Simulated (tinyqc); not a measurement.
Inside a calculation (part 2 of 2). Method: ROHF in the sto-3g basis, for OH+, spin multiplicity 3. This run ends on a higher stationary point, not on the lowest solution. Computed by tinyqc, a small Python program that keeps every step (integrals from PySCF). Command: `OMP_NUM_THREADS=1 python tinyqc.py 20045 20046 out.jsonl` (the two numbers bound the seeds that draw the settings). One thread of a shared host (Intel(R) Xeon(R) Processor @ 2.60GHz), about 0.08 s of CPU time with the checks.

Geometry (angstrom):
```
atom       x       y       z
O     0.0000  0.0000  0.0000
H     0.0000  0.0000  1.2250
```

## Iteration 3: Roothaan effective Fock matrix

F(alpha) (hartree):
```
           1O 1s    1O 2s   1O 2px   1O 2py   1O 2pz    2H 1s
1O 1s   -20.7276  -5.3033   0.0000   0.0000  -0.0092  -0.6546
1O 2s    -5.3033  -2.9840   0.0000   0.0000  -0.1185  -0.7927
1O 2px    0.0000   0.0000  -0.8775   0.0362   0.0000   0.0000
1O 2py    0.0000   0.0000   0.0362  -0.9390   0.0000   0.0000
1O 2pz   -0.0092  -0.1185   0.0000   0.0000  -1.0203  -0.5242
2H 1s    -0.6546  -0.7927   0.0000   0.0000  -0.5242  -0.7095
```

F(beta) (hartree):
```
           1O 1s    1O 2s   1O 2px   1O 2py   1O 2pz    2H 1s
1O 1s   -20.6789  -5.2281   0.0000   0.0000  -0.0090  -0.6402
1O 2s    -5.2281  -2.6239   0.0000   0.0000  -0.1159  -0.6945
1O 2px    0.0000   0.0000  -0.6363  -0.2811   0.0000   0.0000
1O 2py    0.0000   0.0000  -0.2811  -0.1585   0.0000   0.0000
1O 2pz   -0.0090  -0.1159   0.0000   0.0000  -0.0964  -0.3210
2H 1s    -0.6402  -0.6945   0.0000   0.0000  -0.3210  -0.6130
```

D(alpha) after iteration 2:
```
          1O 1s    1O 2s  1O 2px  1O 2py   1O 2pz    2H 1s
1O 1s    1.0601  -0.2552  0.0000  0.0000  -0.0015   0.0086
1O 2s   -0.2552   1.0834  0.0000  0.0000   0.0042  -0.0386
1O 2px   0.0000   0.0000  1.0000  0.0000   0.0000   0.0000
1O 2py   0.0000   0.0000  0.0000  1.0000   0.0000   0.0000
1O 2pz  -0.0015   0.0042  0.0000  0.0000   0.9857   0.0233
2H 1s    0.0086  -0.0386  0.0000  0.0000   0.0233   0.0019
```

D(beta) after iteration 2:
```
          1O 1s    1O 2s  1O 2px  1O 2py   1O 2pz    2H 1s
1O 1s    1.0601  -0.2552  0.0000  0.0000  -0.0019   0.0086
1O 2s   -0.2552   1.0834  0.0000  0.0000   0.0083  -0.0385
1O 2px   0.0000   0.0000  0.8238  0.3810   0.0000   0.0000
1O 2py   0.0000   0.0000  0.3810  0.1762   0.0000   0.0000
1O 2pz  -0.0019   0.0083  0.0000  0.0000   0.0001  -0.0003
2H 1s    0.0086  -0.0385  0.0000  0.0000  -0.0003   0.0014
```

overlap S:
```
         1O 1s   1O 2s  1O 2px  1O 2py  1O 2pz   2H 1s
1O 1s   1.0000  0.2367  0.0000  0.0000  0.0000  0.0286
1O 2s   0.2367  1.0000  0.0000  0.0000  0.0000  0.3177
1O 2px  0.0000  0.0000  1.0000  0.0000  0.0000  0.0000
1O 2py  0.0000  0.0000  0.0000  1.0000  0.0000  0.0000
1O 2pz  0.0000  0.0000  0.0000  0.0000  1.0000  0.2928
2H 1s   0.0286  0.3177  0.0000  0.0000  0.2928  1.0000
```

With projectors Pc = D(beta) S, Po = (D(alpha) - D(beta)) S, Pv = 1 - D(alpha) S, the block xy is Px^T F Py; with Fc = (F(alpha) + F(beta))/2, the blocks are Fc for cc, oo, vv and cv, F(beta) for co and F(alpha) for ov.

effective F (hartree):
```
           1O 1s    1O 2s   1O 2px   1O 2py   1O 2pz    2H 1s
1O 1s   -20.7033  -5.2657   0.0000   0.0000  -0.0090  -0.6473
1O 2s    -5.2657  -2.8039   0.0000   0.0000  -0.1140  -0.7425
1O 2px    0.0000   0.0000  -0.7569  -0.1225   0.0000   0.0000
1O 2py    0.0000   0.0000  -0.1225  -0.5487   0.0000   0.0000
1O 2pz   -0.0090  -0.1140   0.0000   0.0000  -0.5604  -0.3797
2H 1s    -0.6473  -0.7425   0.0000   0.0000  -0.3797  -0.6341
```

## Iteration 3: DIIS over 3 matrices

error matrix X^T (FDS - SDF) X:
```
         1        2       3       4        5        6
1   0.0000   0.0154  0.0000  0.0000   0.0178  -0.1314
2  -0.0154   0.0000  0.0000  0.0000   0.1027   0.2229
3   0.0000   0.0000  0.0000  0.0000   0.0000   0.0000
4   0.0000   0.0000  0.0000  0.0000   0.0000   0.0000
5  -0.0178  -0.1027  0.0000  0.0000   0.0000   0.1820
6   0.1314  -0.2229  0.0000  0.0000  -0.1820   0.0000
```

B (overlaps of the stored error matrices):
```
                1               2               3
1   7.7761738e-02  -9.8121699e-02  -8.9924662e-02
2  -9.8121699e-02   2.8861852e-01   2.5232077e-01
3  -8.9924662e-02   2.5232077e-01   2.2233291e-01
```

Minimise |sum c_i e_i|^2 with sum c_i = 1: solve [B -1; -1 0][c; lambda] = [0; -1] with B_ij = tr e_i^T e_j, and take F = sum c_i F_i.

DIIS coefficients: 0.5255  -1.5723  2.0468

extrapolated F (hartree):
```
           1O 1s    1O 2s   1O 2px   1O 2py   1O 2pz    2H 1s
1O 1s   -22.7934  -5.5712   0.0000   0.0000  -0.0012  -0.6855
1O 2s    -5.5712  -3.3592   0.0000   0.0000  -0.0605  -0.8299
1O 2px    0.0000   0.0000  -1.5334  -0.0581   0.0000   0.0000
1O 2py    0.0000   0.0000  -0.0581  -1.4347   0.0000   0.0000
1O 2pz   -0.0012  -0.0605   0.0000   0.0000  -1.2748  -0.4452
2H 1s    -0.6855  -0.8299   0.0000   0.0000  -0.4452  -0.6379
```

## Iteration 3: diagonalisation and new density

X:
```
          1O 1s    1O 2s  1O 2px  1O 2py   1O 2pz    2H 1s
1O 1s    1.0226  -0.1279  0.0000  0.0000  -0.0047   0.0173
1O 2s   -0.1279   1.0682  0.0000  0.0000   0.0416  -0.1846
1O 2px   0.0000   0.0000  1.0000  0.0000   0.0000   0.0000
1O 2py   0.0000   0.0000  0.0000  1.0000   0.0000   0.0000
1O 2pz  -0.0047   0.0416  0.0000  0.0000   1.0374  -0.1667
2H 1s    0.0173  -0.1846  0.0000  0.0000  -0.1667   1.0821
```

Diagonalise F' = X^T F X, C = X C', fill 5 alpha and 3 beta electrons from the bottom; D(s) = C_occ C_occ^T. Each column has its largest component positive (the first on a tie).

F' = X^T F X (hartree):
```
          1        2        3        4        5        6
1  -22.4530  -2.6382   0.0000   0.0000  -0.0085  -0.0709
2   -2.6382  -2.4108   0.0000   0.0000  -0.0197  -0.2983
3    0.0000   0.0000  -1.5334  -0.0581   0.0000   0.0000
4    0.0000   0.0000  -0.0581  -1.4347   0.0000   0.0000
5   -0.0085  -0.0197   0.0000   0.0000  -1.2346  -0.2033
6   -0.0709  -0.2983   0.0000   0.0000  -0.2033  -0.4052
```

orbital energies (hartree): MO1 -22.7950, MO2 -2.1205, MO3 -1.5603, MO4 -1.4078, MO5 -1.2739, MO6 -0.3143

coefficients C:
```
            MO1      MO2     MO3      MO4      MO5      MO6
1O 1s    0.9978  -0.2520  0.0000   0.0000   0.0216   0.0533
1O 2s    0.0095   1.0287  0.0000   0.0000  -0.0967  -0.3543
1O 2px   0.0000   0.0000  0.9076  -0.4198   0.0000   0.0000
1O 2py   0.0000   0.0000  0.4198   0.9076   0.0000   0.0000
1O 2pz   0.0005   0.0746  0.0000   0.0000   0.9756  -0.3853
2H 1s   -0.0014  -0.0067  0.0000   0.0000   0.0681   1.1083
```

D(alpha) after iteration 3:
```
          1O 1s    1O 2s  1O 2px  1O 2py   1O 2pz    2H 1s
1O 1s    1.0595  -0.2519  0.0000  0.0000   0.0027   0.0018
1O 2s   -0.2519   1.0676  0.0000  0.0000  -0.0176  -0.0135
1O 2px   0.0000   0.0000  1.0000  0.0000   0.0000   0.0000
1O 2py   0.0000   0.0000  0.0000  1.0000   0.0000   0.0000
1O 2pz   0.0027  -0.0176  0.0000  0.0000   0.9573   0.0660
2H 1s    0.0018  -0.0135  0.0000  0.0000   0.0660   0.0047
```

D(beta) after iteration 3:
```
          1O 1s    1O 2s  1O 2px  1O 2py   1O 2pz    2H 1s
1O 1s    1.0591  -0.2498  0.0000  0.0000  -0.0183   0.0003
1O 2s   -0.2498   1.0583  0.0000  0.0000   0.0767  -0.0069
1O 2px   0.0000   0.0000  0.8238  0.3810   0.0000   0.0000
1O 2py   0.0000   0.0000  0.3810  0.1762   0.0000   0.0000
1O 2pz  -0.0183   0.0767  0.0000  0.0000   0.0056  -0.0005
2H 1s    0.0003  -0.0069  0.0000  0.0000  -0.0005   0.0000
```

## Iteration 11 (converged): orbitals

converged F (hartree):
```
           1O 1s    1O 2s   1O 2px   1O 2py   1O 2pz    2H 1s
1O 1s   -20.9656  -5.3199   0.0000   0.0000  -0.0099  -0.6571
1O 2s    -5.3199  -2.8801   0.0000   0.0000  -0.1505  -0.8378
1O 2px    0.0000   0.0000  -0.8849  -0.1225   0.0000   0.0000
1O 2py    0.0000   0.0000  -0.1225  -0.6767   0.0000   0.0000
1O 2pz   -0.0099  -0.1505   0.0000   0.0000  -0.6912  -0.4813
2H 1s    -0.6571  -0.8378   0.0000   0.0000  -0.4813  -0.6586
```

As before.

F' = X^T F X (hartree):
```
          1        2        3        4        5        6
1  -20.5986  -2.6694   0.0000   0.0000  -0.0147  -0.0427
2   -2.6694  -1.9056   0.0000   0.0000  -0.0649  -0.3858
3    0.0000   0.0000  -0.8849  -0.1225   0.0000   0.0000
4    0.0000   0.0000  -0.1225  -0.6767   0.0000   0.0000
5   -0.0147  -0.0649   0.0000   0.0000  -0.6014  -0.3285
6   -0.0427  -0.3858   0.0000   0.0000  -0.3285  -0.3862
```

orbital energies (hartree): MO1 -20.9728, MO2 -1.6678, MO3 -0.9415, MO4 -0.7569, MO5 -0.6201, MO6 -0.0942

coefficients C:
```
            MO1      MO2     MO3      MO4      MO5      MO6
1O 1s    0.9950  -0.2486  0.0000   0.0782   0.0000   0.0662
1O 2s    0.0207   0.9565  0.0000  -0.3587   0.0000  -0.3862
1O 2px   0.0000   0.0000  0.9076   0.0000  -0.4198   0.0000
1O 2py   0.0000   0.0000  0.4198   0.0000   0.9076   0.0000
1O 2pz   0.0016   0.1439  0.0000   0.7869   0.0000  -0.6825
2H 1s   -0.0036   0.1407  0.0000   0.4041   0.0000   1.0247
```

D(alpha) after iteration 11:
```
          1O 1s    1O 2s  1O 2px  1O 2py   1O 2pz    2H 1s
1O 1s    1.0580  -0.2452  0.0000  0.0000   0.0274  -0.0070
1O 2s   -0.2452   1.0440  0.0000  0.0000  -0.1446  -0.0104
1O 2px   0.0000   0.0000  1.0000  0.0000   0.0000   0.0000
1O 2py   0.0000   0.0000  0.0000  1.0000   0.0000   0.0000
1O 2pz   0.0274  -0.1446  0.0000  0.0000   0.6400   0.3382
2H 1s   -0.0070  -0.0104  0.0000  0.0000   0.3382   0.1831
```

D(beta) after iteration 11:
```
          1O 1s    1O 2s  1O 2px  1O 2py   1O 2pz    2H 1s
1O 1s    1.0519  -0.2172  0.0000  0.0000  -0.0341  -0.0386
1O 2s   -0.2172   0.9153  0.0000  0.0000   0.1377   0.1345
1O 2px   0.0000   0.0000  0.8238  0.3810   0.0000   0.0000
1O 2py   0.0000   0.0000  0.3810  0.1762   0.0000   0.0000
1O 2pz  -0.0341   0.1377  0.0000  0.0000   0.0207   0.0202
2H 1s   -0.0386   0.1345  0.0000  0.0000   0.0202   0.0198
```

## Convergence

Stop when the energy changes by less than 1e-09 hartree and every element of the error matrix X^T (F D S - S D F) X is below 9e-06.

Course of the cycle:
```
iteration  E (hartree)     change  largest element of the error matrix
1           -28.526725          -                             1.31e-01
2           -73.720148  -4.52e+01                             2.48e-01
3           -73.769865  -4.97e-02                             2.23e-01
4           -73.808874  -3.90e-02                             1.92e-01
5           -73.900679  -9.18e-02                             6.30e-02
6           -73.903684  -3.01e-03                             5.06e-03
7           -73.903750  -6.56e-05                             9.23e-04
8           -73.903751  -1.34e-06                             1.96e-04
9           -73.903751  -1.78e-07                             7.54e-05
10          -73.903751  -1.64e-08                             2.91e-06
11          -73.903751  -6.85e-12                             1.43e-07
```

PySCF ROHF in the same basis = -74.032291 hartree

Converged in 11 iterations. But the solution lies 0.12854 hartree above the reference: it is another stationary point, not the lowest one. Reruns (cap 100 unless said): DIIS 8: converged in 15 to a higher stationary point; atomic densities as start, DIIS 8: converged in 7.

## Populations, bond orders and dipole

Mulliken: Z minus the diagonal of D S on the atom; Loewdin: the same with S^(1/2) D S^(1/2); Mayer order: 2 sum_s sum (D(s) S)_ij (D(s) S)_ji over the two atoms.

Charges (e):
```
atom  Mulliken  Loewdin  Mulliken spin
1O      0.3460   0.4031         1.7887
2H      0.6540   0.5969         0.2113
```

Mayer bond orders:
```
pair   order
2-1   0.5276
```

dipole moment about the origin, x y z (debye): 0.0000  0.0000  3.6319
